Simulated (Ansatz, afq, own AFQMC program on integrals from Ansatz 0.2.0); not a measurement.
AFQMC on a folder of integrals that Ansatz 0.2.0 wrote.

```yaml
crystal:
  periodic: [false, false, false]
  atoms:
    - {symbol: Zr, position_ang: [0.000000, 0.000000, 0.000000]}
    - {symbol: Cl, position_ang: [0.000000, 0.000000, 3.831000]}
basis:
  gaussian: {orbitals: def2-SVP}
magnetization: {spin_polarized: true, initial_magnetization: 3}
correlation: {method: ccsd_t, electrons: outside_noble_gas, hamiltonian_folder: ham}
```

```sh
$ ansatz run in.yaml --threads 1 --pin off --events-out ev --progress --plain --max-ram 1382MiB
```

Options of the walk:

```
--method phaseless --trial cisd --walkers 60 --populations 1 --least-time 40 --time-step 0.005 --steps-per-block 50 --equilibration-blocks 40 --max-blocks 300 --target-error 0.0008 --factor-cut 1e-05 --start spin_pure --seed 6055 --release-times 0.24,0.6,1.2,2,3,4.2 --release-step 0.04 --release-every 4 --taylor-order 6
```

Times are imaginary, in 1/Eh. The walk had a cap of 2204 s. Core potentials past Kr, no spin–orbit coupling.

Output of the walk:

```
orbitals 40  electrons 7 4  factors 291 of 488
reference energy -505.79474071 Eh
CCSD correlation -0.16557039 Eh in 36 cycles, weight of the determinant in the CISD state 0.8932
energy of the start -505.960336 Eh
 block  time / (1/Eh)  mean weight  energy / Eh
     1     0.250  0.9980  -505.958779
     2     0.500  0.9994  -505.959582
     3     0.750  1.0014  -505.959494
     4     1.000  1.0004  -505.961208
     5     1.250  1.0010  -505.966287
    10     2.500  0.9982  -505.962474
    49    12.250  1.0005  -505.968671
    89    22.250  1.0023  -505.957073
   129    32.250  1.0015  -505.965397
   137    34.250  1.0004  -505.984170
   169    42.250  1.0000  -505.953664
   209    52.250  1.0028  -505.967908
   249    62.250  1.0005  -505.970985
   289    72.250  0.9991  -505.968070
   305    76.250  1.0040  -505.944700
   329    82.250  0.9995  -505.961552
   337    84.250  0.9996  -505.977749
blocks merged  error / Eh  count
     1  0.000458  300
     2  0.000576  150
     4  0.000697  75
     8  0.000909  37
    16  0.000938  18
    32  0.000880  9
released: time / (1/Eh)  energy / Eh  error  mean overlap
  0.24  -505.964940  0.001288  1.0014
  0.60  -505.966614  0.001822  0.9995
  1.20  -505.965542  0.002408  1.0088
  2.00  -505.970065  0.005158  1.0336
  3.00  -505.962335  0.010219  1.1111
  4.20  -506.054503  0.075698  1.1490
energy -505.963993 +/- 0.000938 Eh
(rows thinned)
```

The run passed its tests (sampling time, drift between the halves within three errors, error under three times the target), which doesn't prove that it has relaxed.

Against this walk (error 25.5 meV) on the same determinant: CCSD(T) 14.9 meV lower (within the noise). The error is statistical and leaves out the bias of the constraint. None of these is a sure reference here. The released energies get too noisy after the second time (errors over twice the walk's own, or jumping) (meV from the phaseless value at times in 1/Eh: -71 ± 50 at 0.60, -42 ± 66 at 1.20, -165 ± 140 at 2.00, 45 ± 278 at 3.00, -2463 ± 2060 at 4.20), so they give no level.

Cautions: constraint bias not in the error; error above the target (25.5 against 21.8 meV); no spin-orbit coupling; outer-core shells of the metal frozen; lower spins were not checked; higher spins were not checked.

The walk took 10 min on 1 thread of Arm Neoverse V1, on a shared host. The log's last line is the phaseless energy.
